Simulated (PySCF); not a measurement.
Peak assignment

Atoms are numbered as in `[CH3:1][CH2:2][CH2:3][C:4]([CH3:5])=[O:6]`. Each H is labelled by its parent atom.

A single conformation, rapidly exchanging positions averaged, no solvent model, non-relativistic Hamiltonian. PBE0/pcSseg-1 with gauge-including orbitals; GFN2-xTB geometry; PySCF 2.14.

Chemical shifts δ = σref − σ; 13C (σref 186.93) and 1H (σref 31.72) vs TMS, all at this level.

**Question.** Assign these signals to the numbered atoms. 13C{1H} NMR (computed): δ 211.4 (C), 48.9 (CH2), 32.2 (CH3), 21.0 (CH2), 15.7 (CH3).

**Answer.** 
| δ (ppm) | atoms | environment | reason |
| --- | --- | --- | --- |
| 211.4 | C4 | ketone carbonyl carbon | the double bond to the heteroatom, with no lone-pair donor beside it, deshields it most |
| 48.9 | C3 | sp3 CH2 α to a carbonyl | the adjacent C=O deshields it moderately |
| 32.2 | C5 | methyl carbon α to a carbonyl | the adjacent C=O deshields it moderately |
| 21.0 | C2 | sp3 CH2 | saturated and bonded to C and H only |
| 15.7 | C1 | methyl carbon | a saturated carbon with 1 carbon neighbour and no heteroatom attached |

**Question.** Assign these signals to the numbered atoms. 1H NMR (500 MHz, computed): δ 2.23 (t, 2H), 2.14 (s, 3H), 1.56 (m, 2H), 0.97 (t, 3H).

**Answer.** 
| δ (ppm) | atoms | environment | reason |
| --- | --- | --- | --- |
| 2.23 | H(C3) | hydrogen on an sp3 CH2 α to a carbonyl | α to C=O |
| 2.14 | H(C5) | hydrogen on a methyl carbon α to a carbonyl | α to C=O |
| 1.56 | H(C2) | hydrogen on an sp3 CH2 | – |
| 0.97 | H(C1) | hydrogen on a methyl carbon | far from electronegative atoms and π systems |

H(C3) and H(C5) lie closer than the usual error of such a calculation, so a measured spectrum could show them in the other order.

Shifts are as computed. Against solution values, carbons near 30 ppm lie about +3 ppm off and those near 130 ppm about +5 ppm. Of 1211 compounds with measured shifts, 218 miss one by over three times the rms of a fit or turn the order of signals round; such compounds aren't used in these exercises. No couplings were computed; multiplicities are counted from neighbouring protons, with m where these are inequivalent, close in shift, in a saturated or five-membered ring or joined by F or P, and br s for small geminal =CH2 splittings.
